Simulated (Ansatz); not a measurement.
**Cohesive energy of 1T (CdI2-type) PtSe2 at several levels of theory**

No measured value is used here.

```
level (code)           value (eV/atom)  cell (Å³/atom)
---------------------  ---------------  --------------
LDA (Ansatz)                      5.15           19.24
PBE (Ansatz)                      3.99           26.31
PBE-D3(BJ) (Ansatz)               4.45           19.79
rVV10 (Ansatz)                    4.25           21.80
r²SCAN+rVV10 (Ansatz)             4.28           21.23
PBE0 (Ansatz)                     3.71           26.01
```

Free atoms are spin-polarised, in the lowest state found; at levels without +SOC their spin–orbit coupling is left out.  Density-functional levels without +SOC have no spin–orbit coupling, which shifts binding energies of heavy elements. LDA: LDA has no dispersion term either, though it tends to give short spacings of layers, chains or molecules. PBE: for a layered or molecular solid the relaxed cell lies over 5 % above the published volume, where the minimum can be shallow. PBE, PBE-D3(BJ), PBE0: the free atom's electronic state is in doubt. PBE, PBE0: the cell comes from a level without a dispersion term, which matters for the spacing of layers, chains or molecules. Each level is taken at its own relaxed cell. Cutoffs and k meshes differ between the levels. Ansatz's density-functional and Hartree–Fock values are scalar-relativistic unless marked +SOC, with PAW data made under PBE.

Ansatz is a quantum-chemistry and plane-wave program.
